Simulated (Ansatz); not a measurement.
# GaH4⁺, singlet in cc-pVDZ: errors against full CI

All five atoms lie in one plane.

Geometry: a point of a breathe scan, not a stationary point.

```xyz
5

Ga    0.0000    0.0000   -0.0486
H     0.0000    1.3382   -0.1742
H     0.0000    0.3366    1.8541
H     0.0000   -1.3382   -0.1742
H     0.0000   -0.3366    1.8541
```

Basis cc-pVDZ; Ansatz 0.2.0. Only valence electrons are correlated (noble-gas cores and the filled d shells of p-block atoms frozen), which leaves 6 electrons in 33 orbitals. R marks a restricted (for open shells ROHF) determinant. Active spaces: pair = (2e, 2o) about the gap; valence = (6e, 8o) chosen from the atoms' valence shells. No spin–orbit coupling is included, and no scalar relativity.

Full CI is exact within this basis and frozen core; it isn't the basis-set limit.

* UHF ⟨S²⟩: 0.000
* T1 diagnostic (RCCSD): 0.0060
* largest doubles amplitude (RCCSD): 0.048

```csv
level,E − E(full CI) (kJ/mol),share of correlation (%),wall time
RHF,263.7,0.00,–
RMP2,62.3,76.36,–
RCCSD,2.7,98.99,–
RCCSD(T),0.7,99.74,0.39 s
BCCD(T),0.7,99.75,0.45 s
RCCSDT,0.1,99.97,–
RCCSDT(Q),0.0,100.00,1.3 s
CASSCF (pair space),223.5,15.26,–
NEVPT2 (pair space),61.2,76.80,1.9 s
CASSCF (valence space),127.8,51.52,–
NEVPT2 (valence space),39.5,85.03,2.6 s
MRCISD (valence space),1.5,99.42,–
MRCISD+Q (valence space),-1.4,100.53,3.3 s
MRCISD+Q(relaxed) (valence space),-2.9,101.09,3.5 s
```

The correlation energy at full CI, counted from RHF, is -2.733 eV. That run took 18 s on 1 thread of Arm Neoverse V2, shared host over 7,516,932 determinants.

Times hold each run's SCF and search for its determinant on a shared host, so for small cases they say little of a method's own cost; they ran on 1 thread of Arm Neoverse V2.

More than 5 meV below full CI, which no variational method can be: MRCISD+Q (valence space), MRCISD+Q(relaxed) (valence space).

The full-CI state has the irrep A1 of C2v, in the program's axes.

Natural occupations of full CI about the gap: 1.970 1.961 1.959 0.023 0.017 0.014 0.012 0.007 0.007 0.006; effectively unpaired electrons, Σ n²(2−n)², 0.02.
